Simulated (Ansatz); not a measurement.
A ladder of methods for BH2F− (SMILES [BH2-]F)

The species is BH2F− (4 atoms), meant as a doublet with charge -1. As SMILES, `[BH2-]F`. The shape is that of a GFN2-xTB optimisation.

```xyz
4

B    -0.0863    0.3044    0.1024
F     1.0319   -0.4688    0.7330
H    -1.1403   -0.3337    0.2562
H     0.1948    0.4981   -1.0915
```

Quantity: the energy change with the B1–H4 bond stretched from 1.242 to 2.484 Å, in eV. The values are calculated.

```tsv
level	kind	program	value (eV)	less FCI/STO-3G
UHF/STO-3G	Hartree–Fock	Ansatz	4.91	+0.43
UBLYP/STO-3G	GGA	Ansatz	3.49	-0.99
U-r2SCAN0/STO-3G	hybrid meta-GGA	Ansatz	4.53	+0.05
UPBE0/STO-3G	global hybrid	Ansatz	4.27	-0.21
U-wB97X/STO-3G	range-separated hybrid	Ansatz	4.43	-0.05
UCCSD(T)/STO-3G	coupled cluster or CI	Ansatz	4.50	+0.02
UCCSDT(Q)/STO-3G	coupled cluster or CI	Ansatz	4.47	-0.01
FCI/STO-3G	exact in the basis	Ansatz	4.48	0.00
```

FCI/STO-3G is exact within its basis and frozen core, so for wave-function methods in that basis the difference is their error; functionals converge differently with the basis, so for them it is only a difference. Sets without diffuse functions describe the anion poorly. The first shape isn't each level's own minimum. The values span 3.49 to 4.91 eV. Spin contamination of the reference (⟨S²⟩ at least 0.1 too high) touches UHF/STO-3G, U-r2SCAN0/STO-3G, UPBE0/STO-3G, U-wB97X/STO-3G, UCCSD(T)/STO-3G, UCCSDT(Q)/STO-3G. All rows use very small basis sets, so even the best lies far from the true value.
